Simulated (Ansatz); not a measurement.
**Si₂H₆ (singlet): wave-function methods side by side at distance Si1–H5 along a hydrogen transfer = 1.485 Å, cc-pVDZ**

An exercise on one series of results from a longer session: the logs are not shown, and one member is left open.

Method: cc-pVDZ, core rule «outside noble gas», up to 10 orbitals frozen; program: Ansatz 0.2.0, Gaussian basis.

Plan: UHF; CCSD(T) on RHF; CCSD(T) on UHF; BCCD(T) on RHF; CISD; CCSDT(Q) on RHF; CASSCF and NEVPT2, 2 electrons in 2 orbitals; CASSCF and NEVPT2, 8 electrons in 8 orbitals.

7 further runs of the same task are left out: 1 for a known fault of the program, 5 that didn't finish, 1 set aside as unsound or not needed.

### The geometry

The geometry derives from fragments relaxed apart (PBE0/def2-TZVP) and kept rigid, so it is no stationary point. A hydrogen atom is moved between rigid fragments.

8 atoms, charge 0, spin multiplicity 1.

Atoms are counted from 1 here; the program's logs count them from 0.

Bond lengths: Si1–H2 1.485 Å, Si1–H3 1.485 Å, Si1–H4 1.485 Å, Si1–H5 1.485 Å, Si6–H7 1.526 Å, Si6–H8 1.526 Å. Angles: H2–Si1–H3 109.5°, H2–Si1–H4 109.5°, H2–Si1–H5 109.5°, H3–Si1–H4 109.5°, H3–Si1–H5 109.5°, H4–Si1–H5 109.5°, H7–Si6–H8 91.2°.

Geometry (Å):

```
Si   -1.85779    0.02833    0.00000
H    -2.35266    1.42803    0.00000
H    -2.35266   -0.67153    1.21218
H    -2.35266   -0.67153   -1.21218
H    -0.37318    0.02833    0.00000
Si    1.94121    0.02833    0.00000
H     2.55339   -0.84596    1.09001
H     2.55339   -0.84596   -1.09001
```

Set-up of the first run:

in.yaml

```yaml
crystal:
  periodic: [false, false, false]
  atoms:
    - {symbol: Si, position_ang: [-1.857791, 0.028327, 0.000001]}
    - {symbol: H, position_ang: [-2.352663, 1.428035, 0.000001]}
    - {symbol: H, position_ang: [-2.352662, -0.671527, 1.212184]}
    - {symbol: H, position_ang: [-2.352663, -0.671527, -1.212182]}
    - {symbol: H, position_ang: [-0.373176, 0.028327, 0.000000]}
    - {symbol: Si, position_ang: [1.941209, 0.028327, -0.000001]}
    - {symbol: H, position_ang: [2.553390, -0.845957, 1.090012]}
    - {symbol: H, position_ang: [2.553389, -0.845957, -1.090013]}
basis:
  gaussian: {orbitals: cc-pVDZ}
magnetization: {spin_polarized: true, initial_magnetization: 0}
hamiltonian: {xc: hf}
output: {orbitals: {seedname: orbitals}}
```

Run with:

```sh
$ ansatz run in.yaml --threads 1 --pin off --events-out ev --progress --plain --max-ram 2393MiB
```

Steps of the session up to this table: UHF; CCSD(T) on RHF; CCSD(T) on UHF; BCCD(T) on RHF; CISD; CCSDT(Q) on RHF; CASSCF and NEVPT2, 2 electrons in 2 orbitals; CASSCF and NEVPT2, 8 electrons in 8 orbitals.

One table of the session follows, with a row left open; its other results are not shown here.

```
         method  from RCCSDT(Q) (meV)
            RHF               +7477.8
            UHF               +7428.1
           RMP2                     ?
           CISD                +962.6
          RCCSD                +188.1
       RCCSD(T)                 +40.3
        BCCD(T)                 +39.9
         RCCSDT                  +5.4
      RCCSDT(Q)                     0
    CASSCF pair               +6987.9
    NEVPT2 pair               +1718.3
CASSCF frontier               +5790.3
NEVPT2 frontier               +1583.6
```

Q: Estimate the row for RMP2 from the others.

**Answer.** from RCCSDT(Q) (meV): +1766.7. In the column «from RCCSDT(Q) (meV)» it lies between NEVPT2 pair (+1718.3) and CASSCF frontier (+5790.3).

Not comparable, so not listed: CCSD(T) on UHF (they don't share determinant, frozen orbitals or solution with the rows shown, or repeat one).

Limits of these values: Warnings: restricted reference is unstable; spin contamination.
